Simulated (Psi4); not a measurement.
# C2H5F (SMILES CCF): CCSD(T)/aug-cc-pVDZ

Aim: the energy change on altering one bond length of C2H5F at CCSD(T)/aug-cc-pVDZ, from 2 runs. 

The results are computed with Psi4 1.11.

### 1 Starting point

C2H5F has 8 atoms, charge 0, and is taken as a singlet. SMILES: `CCF`. Geometry: relaxed at PBE0-D4/def2-TZVP.

Bond lengths: C1–C2 1.504 Å, C2–F3 1.386 Å, C1–H4 1.093 Å, C1–H5 1.092 Å, C1–H6 1.091 Å, C2–H7 1.094 Å, C2–H8 1.094 Å. Some angles: C1–C2–F3 110.1°, C1–C2–H7 111.6°, C1–C2–H8 111.6°, F3–C2–H7 107.4°, F3–C2–H8 107.4°, C2–C1–H4 109.9°, C2–C1–H5 110.8°, C2–C1–H6 110.8°, H7–C2–H8 108.6°, H4–C1–H5 108.4°.

### 2 The energy at CCSD(T)/aug-cc-pVDZ

Input file c2h5f_ase.py:

```python
import numpy as np
from ase.calculators.psi4 import Psi4
from ase import Atoms

mol = Atoms(['C', 'C', 'F', 'H', 'H', 'H', 'H', 'H'], positions=[
    [-0.431700, 0.566900, -0.264600],
    [0.378400, -0.599100, 0.230500],
    [1.663300, -0.186400, 0.546500],
    [-1.443900, 0.237400, -0.512600],
    [0.018600, 0.998500, -1.160400],
    [-0.500300, 1.343000, 0.499800],
    [0.464000, -1.381500, -0.529800],
    [-0.056300, -1.036000, 1.134800],
])
calc = Psi4(atoms=mol, method='ccsd(t)', basis='aug-cc-pVDZ', memory='1600MB', num_threads=1, charge=0, multiplicity=1, label='psi4-calc')
calc.psi4.set_options({'puream': True, 'e_convergence': 1e-09, 'd_convergence': 1e-08, 'scf_type': 'pk', 'num_frozen_docc': 3})
mol.calc = calc

print(f'energy: {mol.get_potential_energy():.6f} eV')
```

On the command line:

```bash
$ python c2h5f_ase.py
```

psi4-calc.dat (excerpt; [...] marks lines left out):

```text
[...]
  Running in c1 symmetry.
[...]
  Nuclear repulsion =   79.415969119109718
[...]
  Multiplicity = 1
[...]
  Nalpha       = 13
  Nbeta        = 13
[...]
    Number of basis functions: 114
[...]
   @RHF iter   1:  -178.00950588875929   -5.76460e-01   3.48321e-03 ADIIS/DIIS
[...]
   @RHF iter  11:  -178.10367439542668   -3.55271e-12   3.52936e-09 DIIS
[...]
    Orbital Energies [Eh]
    ---------------------
    Doubly Occupied:
       1A    -26.284668     2A    -11.314480     3A    -11.233583
       4A     -1.588551     5A     -1.037823     6A     -0.863861
       7A     -0.702479     8A     -0.693654     9A     -0.653160
      10A     -0.579147    11A     -0.549488    12A     -0.509422
      13A     -0.494002
[...]
  @RHF Final Energy:  -178.10367439542668
   => Energetics <=
    Nuclear Repulsion Energy =             79.4159691191097181
    One-Electron Energy =                -402.0306506551886514
    Two-Electron Energy =                 144.5110071406522536
    Total Energy =                       -178.1036743954266797
[...]
 Multipole Moments:
 ------------------------------------------------------------------------------------
     Multipole            Electronic (a.u.)      Nuclear  (a.u.)        Total (a.u.)
 ------------------------------------------------------------------------------------
 L = 1.  Multiply by 2.5417464519 to convert [e a0] to [Debye]
 Dipole X            :          4.4962156           -5.2858605           -0.7896448
 Dipole Y            :         -0.7926363            0.6205919           -0.1720444
 Dipole Z            :          1.5697869           -1.7809000           -0.2111131
 Magnitude           :                                                    0.8352886
[...]
      * MP2 total energy                      = -178.609041721972147
[...]
      * CCSD total energy                     = -178.642644408091570
[...]
      * CCSD(T) total energy                  = -178.657295718423342
```

Standard output:

```text
energy: -4861.512640 eV
```

Wall time 1.7 min (1 thread of Intel Xeon Platinum 8259CL at 2.50GHz (Skylake/Cascade Lake), shared host); peak memory 1.3 GiB.

### 3 The distorted shape

Input file job.dat:

```
memory 1600 MB

molecule mol {
  0 1
  C     -0.656833     0.351117     0.183265
  C      0.153267    -0.814883     0.678365
  F      1.438167    -0.402183     0.994365
  H     -1.669033     0.021617    -0.064735
  H      0.018600     0.998500    -1.160400
  H     -0.725433     1.127217     0.947665
  H      0.238867    -1.597283    -0.081935
  H     -0.281433    -1.251783     1.582665
  units angstrom
  symmetry c1
}

set {
  puream true
  e_convergence 1e-09
  d_convergence 1e-08
  scf_type pk
  num_frozen_docc 3
}

energy_value, wavefunction = energy('ccsd(t)/aug-cc-pVDZ', return_wfn=True)
```

On the command line:

```bash
$ psi4 -n 1 job.dat job.out
```

job.out (excerpt; [...] marks lines left out):

```text
[...]
  Running in c1 symmetry.
[...]
  Nuclear repulsion =   77.849467928533969
[...]
  Multiplicity = 1
[...]
  Nalpha       = 13
  Nbeta        = 13
[...]
    Number of basis functions: 114
[...]
   @RHF iter   1:  -177.91187368860011   -7.15366e-01   3.45661e-03 DIIS/ADIIS
[...]
   @RHF iter  11:  -178.02065181404640   -1.02034e-11   6.22064e-09 DIIS
[...]
    Orbital Energies [Eh]
    ---------------------
    Doubly Occupied:
       1A    -26.288732     2A    -11.324860     3A    -11.287843
       4A     -1.592426     5A     -1.036030     6A     -0.854262
       7A     -0.704722     8A     -0.699120     9A     -0.655024
      10A     -0.574667    11A     -0.537455    12A     -0.516790
      13A     -0.428331
[...]
  @RHF Final Energy:  -178.02065181404640
   => Energetics <=
    Nuclear Repulsion Energy =             77.8494679285339686
    One-Electron Energy =                -398.7397161473626284
    Two-Electron Energy =                 142.8695964047822713
    Total Energy =                       -178.0206518140464027
[...]
 Multipole Moments:
 ------------------------------------------------------------------------------------
     Multipole            Electronic (a.u.)      Nuclear  (a.u.)        Total (a.u.)
 ------------------------------------------------------------------------------------
 L = 1.  Multiply by 2.5417464519 to convert [e a0] to [Debye]
 Dipole X            :          4.2226754           -5.0924891           -0.8698137
 Dipole Y            :         -1.1260627            0.8059324           -0.3201303
 Dipole Z            :          2.2010080           -2.1655805            0.0354275
 Magnitude           :                                                    0.9275313
[...]
      * MP2 total energy                      = -178.533518278791604
[...]
      * CCSD total energy                     = -178.571005155326304
[...]
      * CCSD(T) total energy                  = -178.587394761478947
[...]
```

Run time: 1.8 min. Hardware: 1 thread of Intel Xeon Platinum 8259CL at 2.50GHz (Skylake/Cascade Lake), shared host; peak memory 1.3 GiB.

### 4 What came out

Level: CCSD(T)/aug-cc-pVDZ, 3 core orbitals frozen.

| quantity | value |
| --- | --- |
| first shape: total energy | -178.65730 Eh |
| first shape: HOMO energy (Hartree–Fock orbitals) | -13.44 eV |
| first shape: LUMO energy (Hartree–Fock orbitals) | 0.97 eV |
| first shape: HOMO–LUMO gap (Hartree–Fock orbitals) | 14.41 eV |
| first shape: correlation energy (3 core orbitals frozen) | -553.6 mEh |
| first shape: (T) correction | -14.65 mEh |
| first shape: T1 diagnostic | 0.011 |
| distorted shape: total energy | -178.58739 Eh |
| distorted shape: HOMO energy (Hartree–Fock orbitals) | -11.66 eV |
| distorted shape: LUMO energy (Hartree–Fock orbitals) | 0.91 eV |
| distorted shape: HOMO–LUMO gap (Hartree–Fock orbitals) | 12.57 eV |
| distorted shape: correlation energy (3 core orbitals frozen) | -566.7 mEh |
| distorted shape: (T) correction | -16.39 mEh |
| distorted shape: T1 diagnostic | 0.013 |
| energy change with the C1–H5 bond stretched from 1.092 to 1.637 Å | 1.902 eV |

What this shows: With the C1–H5 bond stretched from 1.092 to 1.637 Å the energy rises by 1.90 eV (44 kcal/mol). The first shape isn't relaxed at this level, so the change isn't measured from a minimum. The triples (first shape) make up 2.6 % of the correlation energy. The triples (distorted shape) make up 2.9 % of the correlation energy.
